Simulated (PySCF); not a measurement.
# Atomic charges against the basis set

Compound: C₄H₉P.
Geometry (PBE0-D3(BJ)/def2-SVP, Å), atoms numbered from 1 in this order:
```
atom  x, y, z in Å
C1     2.1168   -0.5644   -0.0755
C2     0.9937   -0.9344    0.5489
P3    -0.4377    0.1060    0.9706
C4    -0.2098    1.5374   -0.1701
C5    -1.7610   -0.8281    0.0715
H6     2.9492   -1.2622   -0.2071
H7     2.2611    0.4443   -0.4744
H8     0.9236   -1.9593    0.9381
H9     0.6195    2.1682    0.1827
H10   -1.1228    2.1512   -0.1485
H11   -0.0103    1.2245   -1.2076
H12   -1.5295   -0.9666   -0.9961
H13   -1.8898   -1.8158    0.5394
H14   -2.7144   -0.2869    0.1698
```

PBE0 throughout (PySCF), one geometry, spherical d and f functions. The structure is a single PBE0-D3(BJ)/def2-SVP conformer in the gas phase; no vibrational or solvent corrections. Atoms taken as equivalent share a column and are averaged. The first 7 of 8 kinds of atom are listed.

Mulliken charges (e):

```tsv
basis	functions	C1	C2	P3	C4/C5	H6	H7	H8
STO-3G	38	-0.183	-0.230	+0.453	-0.365	+0.076	+0.072	+0.073
6-31G	67	-0.332	-0.428	+0.630	-0.770	+0.164	+0.159	+0.179
6-31G*	92	-0.379	-0.314	+0.442	-0.730	+0.174	+0.170	+0.180
def2-SVP	119	-0.078	-0.213	+0.153	-0.247	+0.056	+0.049	+0.061
6-311+G(2d,p)	197	-0.545	+0.090	+0.344	-0.633	+0.124	+0.118	+0.119
def2-TZVP	215	-0.295	-0.179	+0.163	-0.454	+0.129	+0.132	+0.118
```

IAO charges (e):

```tsv
basis	functions	C1	C2	P3	C4/C5	H6	H7	H8
STO-3G	38	-0.279	-0.319	+0.547	-0.559	+0.130	+0.121	+0.128
6-31G	67	-0.317	-0.324	+0.458	-0.610	+0.154	+0.143	+0.155
6-31G*	92	-0.305	-0.337	+0.517	-0.604	+0.147	+0.138	+0.147
def2-SVP	119	-0.302	-0.334	+0.522	-0.595	+0.144	+0.135	+0.145
6-311+G(2d,p)	197	-0.324	-0.346	+0.540	-0.622	+0.153	+0.144	+0.153
def2-TZVP	215	-0.322	-0.349	+0.549	-0.626	+0.153	+0.144	+0.153
```

Some averages cover members that differ in this geometry, most widely: C4/C5, Mulliken in 6-311+G(2d,p) -0.706 to -0.559; C4/C5, Mulliken in def2-TZVP -0.469 to -0.439 e.

Problem. Which scheme is steadiest as the basis changes?

Solution. Largest range over the bases for any column: IAO 0.09 e, Mulliken 0.52 e. IAO charges move least and Mulliken charges most, counted in e. Without the minimal STO-3G basis the ranges are IAO 0.09, Mulliken 0.52 e.

Problem. How much do the charges still move between the two largest bases, 6-311+G(2d,p) and def2-TZVP?

Solution. At most, over all atoms: Mulliken 0.269 e, IAO 0.009 e.

Problem. What do the same runs give for the total energy, the frontier levels and the dipole moment?

Solution. 
```csv
basis,energy (Eh),HOMO (eV),LUMO (eV),μ (D)
STO-3G,-493.1335,-3.82,3.75,0.64
6-31G,-498.7536,-6.07,0.38,1.47
6-31G*,-498.8192,-6.09,0.32,1.35
def2-SVP,-498.6234,-6.22,0.07,1.18
"6-311+G(2d,p)",-498.8996,-6.32,-0.31,1.25
def2-TZVP,-498.9138,-6.29,-0.17,1.21
```

The dipole is fixed by the density alone, so its range of 0.83 D shows that the density itself changes with the basis, not only its division among atoms.
